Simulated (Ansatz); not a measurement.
`FS(F)=S`, charge 0, multiplicity 1.

**Question.** Give a relaxed structure at PBE0-D4/def2-TZVP (Ansatz 0.2.0). (Estimate.)

**Answer.** Ansatz gave: 
```xyz
4

F    -1.229   -0.618    0.446
S    -0.174    0.140   -0.497
F     0.864   -1.083   -0.416
S     0.539    1.561    0.467
```
Point group Cs.
